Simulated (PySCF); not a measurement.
## [AlH4]-: 4 charge schemes on one density

[AlH4]- (charge -1).
Z-matrix (Å and degrees, PBE0-D3(BJ)/def2-SVP geometry), rows numbered from 1:
```
Al
H   1  1.6508
H   1  1.6507  2  109.45
H   1  1.6508  2  109.48  3  -119.96
H   1  1.6507  2  109.50  3   120.00
```

Density: PBE0/pcSseg-1 (pcSseg-2 on Al) (PySCF); schemes: Mulliken, IAO, Hirshfeld and ESP-fitted. Geometry: PBE0-D3(BJ)/def2-SVP; no solvent, vibrations or thermal averaging. The pcSseg-1 basis has no diffuse functions, a weakness for an anion.

Problem. At which atom do the 4 schemes differ most?

Solution. At Al1: from +0.021 (IAO) to +0.581 e (ESP-fitted), 0.560 e apart.

Problem. For which atoms does the sign change between the 4 schemes (beyond +0.03 e in one, beyond −0.03 e in another)?

Solution. For none.

Problem. Do the Mulliken, IAO, Hirshfeld and ESP-fitted schemes agree on where the charge is lowest?

Solution. All schemes pick atoms of one kind: Mulliken H2, H3, H4 and H5 (-0.327); IAO H2, H3, H4 and H5 (-0.255); Hirshfeld H2, H3, H4 and H5 (-0.260); ESP-fitted H3 (-0.396).

Problem. Tabulate the Mulliken, IAO, Hirshfeld and ESP-fitted charges.

Solution. In e:

```json
{"atom": "Al1", "environment": "aluminium bonded to 4 H", "Mulliken": "+0.308", "IAO": "+0.021", "Hirshfeld": "+0.039", "ESP-fitted": "+0.581"}
{"atom": "H2", "environment": "hydrogen on Al1", "Mulliken": "-0.327", "IAO": "-0.255", "Hirshfeld": "-0.260", "ESP-fitted": "-0.395"}
{"atom": "H3", "environment": "hydrogen on Al1", "Mulliken": "-0.327", "IAO": "-0.255", "Hirshfeld": "-0.260", "ESP-fitted": "-0.396"}
{"atom": "H4", "environment": "hydrogen on Al1", "Mulliken": "-0.327", "IAO": "-0.255", "Hirshfeld": "-0.260", "ESP-fitted": "-0.395"}
{"atom": "H5", "environment": "hydrogen on Al1", "Mulliken": "-0.327", "IAO": "-0.255", "Hirshfeld": "-0.260", "ESP-fitted": "-0.394"}
```

Mean size of the charges over all atoms: ESP-fitted 0.432 e, Mulliken 0.323 e, Hirshfeld 0.216 e, IAO 0.208 e. Each set sums to the total charge, -1, to within 0.001 e. The Mulliken scheme counts on each atom the diagonal of the density matrix times the overlap matrix over that atom's basis functions. The IAO scheme projects the occupied orbitals on a minimal set of polarised atomic orbitals and counts the electrons in each atom's part of it.

Problem. How many electrons does the IAO scheme count on Al1?

Solution. Z − q = 13 − (+0.021) = 12.979.

Problem. Sum the charges by element, for elements with more than one atom.

Solution. 
| element | atoms | Mulliken | IAO | Hirshfeld | ESP-fitted |
| --- | --- | --- | --- | --- | --- |
| H | 4 | -1.308 | -1.021 | -1.039 | -1.581 |
